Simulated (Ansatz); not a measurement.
Which is lower?

Two relaxed structures of H$_{2}$SO$_{2}$, singlet (PBE0-D4/def2-TZVP; forces vanish, vibrations not checked).

A:

```tsv
atom	x (Å)	y (Å)	z (Å)
O1	-1.2089	0.0436	-0.4101
S2	-0.2096	-0.8297	0.1889
O3	0.7984	0.0276	1.1654
H4	-0.7818	-1.3516	1.3247
H5	1.5259	0.3568	0.6234
```

B:

```
atom    x (Å)    y (Å)    z (Å)
  O1  -1.1404   0.2099  -0.6806
  S2  -0.4414  -0.6836   0.4975
  O3   0.7269   0.2943   1.0921
  H4  -0.6912   0.0391  -1.5165
  H5   1.5461   0.1403   0.6075
```

Program: Ansatz 0.2.0. Basis: def2-TZVPP. Cores are frozen in the correlated methods. B3LYP uses VWN-RPA correlation.

Q: Which structure is lower at CCSD(T), and by how much? (Judge from chemistry; the value comes from the calculation.)

A: The calculation gives: B, by 0.253 eV (electronic energy, against the other). By their contacts, A is H₂SO₂ ([O][SH][OH]) and B is H₂SO₂ ([OH][S][OH]).

All methods give the same order:

```
   method  E(B) − E(A) (eV)
   PBE-D4            -0.125
r2SCAN-D4            -0.073
  PBE0-D4            -0.185
 B3LYP-D4            -0.218
  wB97M-V            -0.290
       HF            -0.375
      MP2            -0.140
     CCSD            -0.297
  CCSD(T)            -0.253
```

The T1 diagnostic stays at or below 0.018.

Labels in which every atom is bracketed show which atoms are joined, not bond orders.

For scale, one of the runs: CCSD(T)/def2-TZVPP, 132 basis functions, launched by `ansatz run in.yaml --threads 2 --pin off --events-out ev --progress --plain --max-ram 4352MiB`. Time: 9 s of wall clock on 2 CPU threads of an Arm Neoverse V2; the host was shared. Peak host memory: 0.68 GiB.
